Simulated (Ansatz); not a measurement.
**CH₇PSi: one species, many methods**

Aim: compute CH₇PSi with functionals from several rungs and with coupled cluster. The yardstick is the atomisation energy at the CCSD(T) limit.

The runs use Ansatz 0.2.0, Gaussian basis; functionals in def2-TZVPP, the program's frozen cores in correlated methods.

Plan: LDA (SPW92), PBE-D4, revPBE-D4, BLYP-D4, r2SCAN-D4, B97M-V, PBE0-D4, B3LYP-D4, r2SCANh-D4, r2SCAN0-D4, HSE06-D4, BHLYP-D4, CAM-B3LYP-D4, LC-ωPBE, ωB97X-V, ωB97M-V, B2PLYP, PBE-QIDH; CCSD(T)/def2-SVP; CCSD(T)/def2-TZVPP; MP2/def2-QZVPP; extrapolation to the limit; RPA on PBE.

**1. Structure used throughout**

All runs share one geometry, relaxed beforehand with PBE0-D4 in a triple-zeta def2 set.

SMILES `C[SiH2]P`, 10 atoms, charge 0, spin multiplicity 1.

Atoms are counted from 1 here; the program's logs count them from 0.

Bond lengths: C1–Si2 1.871 Å, C1–H4 1.093 Å, C1–H5 1.092 Å, C1–H6 1.092 Å, Si2–P3 2.258 Å, Si2–H7 1.489 Å, Si2–H8 1.489 Å, P3–H9 1.421 Å, P3–H10 1.421 Å. Angles: Si2–C1–H4 110.6°, Si2–C1–H5 110.8°, Si2–C1–H6 110.8°, H4–C1–H5 108.1°, H4–C1–H6 108.3°, H5–C1–H6 108.2°, C1–Si2–P3 109.3°, C1–Si2–H7 110.2°, C1–Si2–H8 110.5°, P3–Si2–H7 112.3°, P3–Si2–H8 106.6°, H7–Si2–H8 107.9°, Si2–P3–H9 94.0°, Si2–P3–H10 93.9°, H9–P3–H10 93.5°.

**2. LDA**

This LDA is Slater exchange with PW92 correlation.

in.yaml reads:

```yaml
crystal:
  periodic: [false, false, false]
  atoms:
    - {symbol: C, position_ang: [-1.011422, 0.677609, -0.906142]}
    - {symbol: Si, position_ang: [-0.143721, -0.646638, 0.090983]}
    - {symbol: P, position_ang: [1.255918, 0.329450, 1.570375]}
    - {symbol: H, position_ang: [-1.729046, 0.230130, -1.597781]}
    - {symbol: H, position_ang: [-0.293366, 1.256957, -1.491129]}
    - {symbol: H, position_ang: [-1.550293, 1.365089, -0.250530]}
    - {symbol: H, position_ang: [0.563787, -1.592372, -0.816077]}
    - {symbol: H, position_ang: [-1.129534, -1.427509, 0.888341]}
    - {symbol: H, position_ang: [1.888898, -0.890883, 1.928289]}
    - {symbol: H, position_ang: [2.231679, 0.646869, 0.586774]}
basis:
  gaussian: {orbitals: def2-TZVPP}
hamiltonian: {xc: lda}
output: {orbitals: {seedname: orbitals}}
```

Launch:

```bash
ansatz run in.yaml --threads 2 --pin off --events-out ev --progress --plain --max-ram 4352MiB
```

Further steps of the session: PBE-D4 (GGA); revPBE-D4 (GGA); BLYP-D4 (GGA); r2SCAN-D4 (meta-GGA); B97M-V (meta-GGA); PBE0-D4 (hybrid); B3LYP-D4 (hybrid); r2SCANh-D4 (hybrid); r2SCAN0-D4 (hybrid); HSE06-D4 (hybrid); BHLYP-D4 (hybrid); CAM-B3LYP-D4 (range-separated); LC-ωPBE (range-separated); ωB97X-V (range-separated); ωB97M-V (range-separated); B2PLYP (double hybrid); PBE-QIDH (double hybrid); CCSD(T) in def2-SVP; CCSD(T) in def2-TZVPP; MP2 in def2-QZVPP; RPA on PBE orbitals.

Before running them: what should the planned runs give, taken together? Wanted: atomisation energy, CCSD(T)/CBS; farthest beyond LDA; mean size of error, GGA; mean size of error, meta-GGA; mean size of error, hybrid; mean size of error, range-separated; mean size of error, double hybrid; gap, smallest and largest; T1 diagnostic.

The runs gave:

```
                               quantity                                                       value
        atomisation energy, CCSD(T)/CBS                                               3188.4 kJ/mol
 functionals within 15.9 kJ/mol (0.5 %)  PBE-D4, r2SCAN-D4, PBE0-D4, B3LYP-D4, r2SCANh-D4, HSE06-D4
                    farthest beyond LDA                                    revPBE-D4 (-42.8 kJ/mol)
                mean size of error, GGA                                                 20.9 kJ/mol
           mean size of error, meta-GGA                                                 16.4 kJ/mol
             mean size of error, hybrid                                                 17.2 kJ/mol
    mean size of error, range-separated                                                 26.6 kJ/mol
      mean size of error, double hybrid                                                 37.4 kJ/mol
              gap, smallest and largest                   5.72 eV (LDA (SPW92)), 12.49 eV (LC-ωPBE)
                          T1 diagnostic                                                      0.0118
triples share of the correlation energy                                                       3.7 %
```

**Reading.** The LDA atomisation energy is off by 365.3 kJ/mol (11 %): it overbinds. PBE-D4 misses by +3.4 kJ/mol. Double hybrids carry the basis error of their MP2 part in triple zeta, and no dispersion term here, so their miss is partly the set-up's. By mean error the best rung here is meta-GGA (16.4 kJ/mol) and the worst beyond LDA is double hybrid (37.4 kJ/mol). The gap between the best rungs is small, so their order is not settled. The reference freezes the cores and leaves out relativity and excitations past (T), so misses under about 15.9 kJ/mol can't be ranked. Hartree-Fock recovers 75 % of the binding; the rest is correlation. CCSD(T) in def2-SVP is off by -209.3 kJ/mol, which most functionals beat. The gap grows from 5.7 to 12.5 eV across the functionals, mostly with the share of exact exchange.
